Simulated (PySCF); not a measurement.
Bonds broken one at a time in the series Ga CH3-H. All species are isolated molecules in the gas phase. Strings in code marks are SMILES.

Calculation: B3LYP-D3(BJ)/def2-TZVP in PySCF. B3LYP has the VWN-RPA correlation part, as in Gaussian. 

```
species                                   dipole moment (D)
----------------------------------------  -----------------
whole molecule (`[CH3][Ga]([CH3])[CH3]`)                  ?
radical fragment (`[CH3]`)                             0.00
radical fragment (`[CH3][Ga][CH3]`)                    0.37
radical fragment (`[CH3][GaH]`)                        0.68
```

Problem. Some entries are withheld; supply them.

Solution. 
- whole molecule (`[CH3][Ga]([CH3])[CH3]`), dipole moment (D): 0.03
